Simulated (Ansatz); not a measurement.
A run of Ansatz (development build ahead of 0.2.0) on singlet LiH at this shape:

```xyz
2

Li    0.0000    0.0000   -0.3995
H     0.0000    0.0000    1.1984
```

Its results:

```json
{"Converged": "yes", "Reference energy": "-7.98518 hartree", "Correlation energy": "-0.05150 hartree", "Total energy": "-8.03667 hartree", "Spin squared of the determinant": "0.000"}
```

Problem. Which input gives this output? Name the method, the orbitals and the basis set, and write the input.

Solution. RHF-MP2 in def2-TZVP. An unrestricted run that stays on the closed shell gives the same numbers.

```yaml
crystal:
  periodic: [false, false, false]
  atoms:
    - { symbol: Li, position_ang: [0.0, 0.0, -0.39946] }
    - { symbol: H, position_ang: [0.0, 0.0, 1.19838] }
basis:
  gaussian: { orbitals: def2-TZVP }
hamiltonian:
  xc: hf
correlation:
  method: mp2
  frozen_orbitals: { H: 0, Li: 0 }
```
